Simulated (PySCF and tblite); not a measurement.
4 constitutional isomers of C4H4N2:

| isomer | SMILES |
| --- | --- |
| A | [cH:1]1[cH:2][n:3][cH:4][cH:5][n:6]1 |
| B | [CH2:1]=[C:2]1[N:3]=[CH:4][CH:5]=[N:6]1 |
| C | [cH:1]1[cH:2][cH:3][n:4][n:5][cH:6]1 |
| D | [cH:1]1[cH:2][n:3][cH:4][n:5][cH:6]1 |

Measured ¹³C shifts of one of them (ppm against TMS, one entry a carbon; solvent CDCl3; Stadelmann, Balmer, Riniker, Ebert, PCCP 2022): 159.1, 156.9, 156.9, 121.6.

Protocol: conformer search, at most 6 conformers an isomer, GFN2-xTB geometries, energies PBE0/pcSseg-1 (IEF-PCM, chloroform) (D3(BJ) added where defined), GIAO shieldings PBE0/pcSseg-1 (IEF-PCM, chloroform), weights at 298.15 K with GFN2-xTB thermal terms. Programs: PySCF with density fitting and tblite.

Computed shifts in falling order:

```json
{"carbon": "1", "measured": "159.1", "A": "152.6", "B": "177.4", "C": "158.2", "D": "166.0"}
{"carbon": "2", "measured": "156.9", "A": "152.6", "B": "166.7", "C": "158.2", "D": "165.2"}
{"carbon": "3", "measured": "156.9", "A": "152.6", "B": "166.7", "C": "134.0", "D": "165.2"}
{"carbon": "4", "measured": "121.6", "A": "152.6", "B": "145.7", "C": "134.0", "D": "129.3"}
```

**Question.** Which structure fits the measured spectrum?

**Answer.** After a straight-line fit of each column to the measured values (slope held to 0.85 to 1.15; an offset alone for few or close values), with errors scored by one-sided Student-t tails (width 2.5 ppm, 10 degrees of freedom):

```csv
isomer,slope,mean error (ppm),largest error,P (%)
A,1.000,13.51,27.0,0.0
B,1.000,5.68,8.5,0.0
C,1.000,10.20,20.4,0.0
D,1.000,0.53,0.9,100.0
```

The score favours D, which is the compound measured. Its computed assignment: ¹H (against TMS): 9.55 (H4, 1H), 9.16 (H2/H6, 2H), 7.70 (H1, 1H). ¹³C (against TMS): 166.0 (C4), 165.2 (C2/C6), 129.3 (C1). ¹⁵N (against NH3): 328.8 (N3/N5).

Unscaled ¹⁵N shifts at such levels can be off by tens of ppm; differences between conformers or isomers are more reliable. Shifts are unscaled: against experiment ¹³C can be off by 15 ppm or more and ¹H by 0.8 ppm.


¹⁵N shifts are against a computed isolated NH3 molecule, about 20 ppm from the liquid.